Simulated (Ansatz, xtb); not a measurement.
# Ligand exchange: SiH3(SH) + BH(CH3)(SiH3) → SiH3(SiH3) + BH(CH3)(SH)

Species: SiH3(SH) (sulfanylsilane), singlet; BH(CH3)(SiH3), singlet; SiH3(SiH3) (disilane), singlet; BH(CH3)(SH), singlet. The partners trade SH for SiH3: Si–SH and B–SiH3 bonds give way to Si–SiH3 and B–SH.

Shapes, held fixed at every level: PBE0-D4/def2-TZVP. Flexible molecules stand in one conformer, not always the lowest. Programs: Ansatz 0.2.0, xtb 6.7.1. The zero-point and thermal change to 298 K, harmonic and unscaled (PBE0-D4/def2-TZVP), is +2.7 kJ/mol.

| level | kind | ΔH(298 K) (kJ/mol) | less CCSD(T)/CBS estimate | CPU time (sum over the molecules) |
| --- | --- | --- | --- | --- |
| GFN1-xTB | semi-empirical | +52.2 | +116.2 | 0.11 s |
| HF/def2-TZVPP | Hartree–Fock | -54.6 | +9.4 | – |
| r2SCAN-D4/def2-TZVPP | meta-GGA | -69.5 | -5.5 | 29 s |
| B3LYP-D4/def2-TZVPP | global hybrid | -66.4 | -2.4 | 23 s |
| BHLYP-D4/def2-TZVPP | global hybrid | -62.8 | +1.2 | 17 s |
| wB97M-V/def2-TZVPP | range-separated hybrid | -62.8 | +1.2 | 65 s |
| MP2/def2-TZVPP | perturbation theory | -66.3 | -2.3 | – |
| CCSD(T)/CBS estimate | coupled cluster or CI | -64.0 | 0.0 | 4.6 min |

The highest level, CCSD(T)/CBS estimate, gives ΔH(298 K) = -64.0 kJ/mol; the levels span -69.5 to +52.2. They disagree on the sign: 1 of 8 are positive. GFN1-xTB strays far from the other rows. The column of differences is taken from that level and isn't an error. No measured value is set beside it here. The CBS estimate extrapolates MP2 from def2-TZVPP and def2-QZVPP and adds CCSD(T) − MP2 in the triple-zeta set, cores frozen. Times are processor times on shared x86 and Arm servers, and rough.
